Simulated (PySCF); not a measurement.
CH3O, SMILES C[O], multiplicity 2.

Geometry: B3LYP-D3(BJ)/def2-TZVP. A frequency run showed that this geometry is not a minimum. The isomer is the one that the SMILES or the coordinates give; other isomers of the formula were not compared.

Level of theory: PySCF with CAM-B3LYP/def2-TZVPD.

The molecule is in vacuum.

Computed frontier levels, dipole moment and polarisability:
| Item | Value |
|---|---|
| α spin, highest occupied and lowest empty level | -9.91 and 0.89 eV |
| β spin, highest occupied and lowest empty level | -9.33 and -2.46 eV |
| dipole moment | 2.10 D |
| quadrupole, principal values (traceless, Buckingham form, about the centre of nuclear charge) | -1.56, 0.03, 1.53 D·Å |
| mean static polarisability | 20.5 bohr³ (3.04 Å³) |
| polarisability, principal values | 18.7, 19.5, 23.3 bohr³ |
| ⟨S²⟩ | 0.754 (pure state 0.75) |
